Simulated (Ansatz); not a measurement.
I need a single point in a Gaussian basis of C3H4FNO, SMILES C=NC(O)=CF. Use Ansatz 0.2.0 through its Python package. Use: wB97X, def2-SVPD basis, multiplicity 1.

```yaml
atoms:
  - { symbol: C, position_ang: [-0.0375, -1.7060, -0.2775] }
  - { symbol: N, position_ang: [0.6738, -0.7845, 0.2694] }
  - { symbol: C, position_ang: [0.1056, 0.4714, 0.3105] }
  - { symbol: O, position_ang: [-0.3926, 0.8225, 1.5009] }
  - { symbol: C, position_ang: [0.2398, 1.3490, -0.6863] }
  - { symbol: F, position_ang: [-0.2787, 2.6129, -0.5889] }
  - { symbol: H, position_ang: [-1.0658, -1.4387, -0.6857] }
  - { symbol: H, position_ang: [0.3027, -2.6846, -0.3893] }
  - { symbol: H, position_ang: [-0.1938, 0.1086, 2.1427] }
  - { symbol: H, position_ang: [0.7296, 1.1982, -1.5930] }
```

`energy_c3h4fno.py`
```python
"""Single point of C3H4FNO."""

import sys

import ansatz as az

GEOMETRY = """
C    -0.03750   -1.70600   -0.27750
N     0.67380   -0.78450    0.26940
C     0.10560    0.47140    0.31050
O    -0.39260    0.82250    1.50090
C     0.23980    1.34900   -0.68630
F    -0.27870    2.61290   -0.58890
H    -1.06580   -1.43870   -0.68570
H     0.30270   -2.68460   -0.38930
H    -0.19380    0.10860    2.14270
H     0.72960    1.19820   -1.59300
"""

geometry = az.Crystal.molecule()
for line in GEOMETRY.strip().splitlines():
    symbol, *xyz = line.split()
    geometry = geometry.atom(symbol, [float(v) for v in xyz])

job = (
    geometry.calculation()
    .basis(gaussian="def2-SVPD")
    .functional(az.LibraryFunctional("wB97X"))
)
try:
    rep = job.run().report
except az.AnsatzError as error:
    sys.exit(f"{type(error).__name__}: {error}")

for key in ("converged", "free_energy_ev", "reference_energy_ev", "n_frozen", "n_occupied", "n_virtual"):
    print(f"{key:22s} {rep[key]}")
```

Running `python energy_c3h4fno.py` prints:
```text
converged              True
free_energy_ev         -9419.0513303245
reference_energy_ev    -9419.0513303245
n_frozen               0
n_occupied             [23, 23]
n_virtual              [135, 135]
```

Total energies depend on the basis set; only differences at equal settings carry meaning. The geometry is a force-field or estimated start, not a minimum of this method, and the basis set is short of its limit. Finished in 25 s on 1 thread of Arm Neoverse N1 (shared host), peak memory 0.41 GiB.

(A comment or docstring line of the script was reworded after the run, the code is as it ran; lines on the test bed's own set-up are left out of the output.)
